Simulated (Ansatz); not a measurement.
## Strength of the C–C bond: C6H14 → C5H11 + CH3

Species: C6H14 (2,2-dimethylbutane) `CCC(C)(C)C`, singlet; C5H11 (2-methylbut-2-yl radical) `CC[C](C)C`, doublet; CH3 (methyl radical) `[CH3]`, doublet. 

Shapes, held fixed at every level: PBE0-D4/def2-TZVP. Flexible molecules stand in one conformer, not always the lowest. Programs: Ansatz 0.2.0. Electronic energies: no zero-point or thermal term.

Question: Estimate ΔE of this reaction.

Answer: The highest level, CCSD(T)/CBS estimate, gives ΔE = +391.5 kJ/mol; the levels span +350.0 to +404.4. The column of differences is taken from that level and isn't an error. No measured value is set beside it here. Open shells run unrestricted. The CBS estimate extrapolates MP2 from def2-TZVPP and def2-QZVPP and adds CCSD(T) − MP2 in the triple-zeta set, cores frozen.

| level | kind | ΔE (kJ/mol) | less CCSD(T)/CBS estimate |
| --- | --- | --- | --- |
| MP2/def2-SVP | perturbation theory | +404.4 | +12.9 |
| PBE-D4/def2-TZVPP | GGA | +369.5 | -22.0 |
| BHLYP-D4/def2-TZVPP | global hybrid | +350.0 | -41.5 |
| PBE0-D4/def2-TZVPP | global hybrid | +368.5 | -23.0 |
| wB97X-V/def2-TZVPP | range-separated hybrid | +386.0 | -5.5 |
| CCSD(T)/def2-SVP | coupled cluster or CI | +384.2 | -7.3 |
| CCSD/def2-TZVPP | coupled cluster or CI | +371.4 | -20.1 |
| CCSD(T)/CBS estimate | coupled cluster or CI | +391.5 | 0.0 |
